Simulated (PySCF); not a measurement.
## Orbital picture of Si₂

BHandHLYP at R = 2.270 Å; PySCF, no relativity, basis sets Si def2-SVPD. State: ³Σg⁻ (triplet), unpaired electrons π ↑↑. Only the outer orbitals are listed.

| spin | orbital | occ. | ε (eV) | main shells (%) |
| --- | --- | --- | --- | --- |
| α | σg | 1 | -16.55 | 87 s, 12 p |
| α | σu | 1 | -11.53 | 88 s, 10 p |
| α | πu | 1 | -7.16 | 94 p |
| α | πu | 1 | -7.16 | 94 p |
| α | σg | 1 | -6.84 | 84 p, 15 s |
| α | πg | 0 | -1.35 | 88 p, 12 d |
| α | πg | 0 | -1.35 | 88 p, 12 d |
| α | σg | 0 | 1.21 | 89 s |
| β | σg | 1 | -14.91 | 88 s, 10 p |
| β | σu | 1 | -10.68 | 82 s, 17 p |
| β | σg | 1 | -6.63 | 85 p, 14 s |
| β | πu | 0 | -2.69 | 98 p |
| β | πu | 0 | -2.69 | 98 p |
| β | πg | 0 | -0.17 | 76 p, 24 d |

**Question.** Which are the highest filled and the lowest empty level, where do they sit, and how wide is the gap?

**Answer.** Highest filled β σg at -6.63 eV (in %: 85 p, 14 s); lowest empty β πu at -2.69 eV (in %: 98 p); the gap at BHandHLYP is 3.94 eV.

```
bond order (Mayer) : 2.04
⟨S²⟩               : 2.006
```

The state was picked by a PBE0 search and need not be the measured ground state.
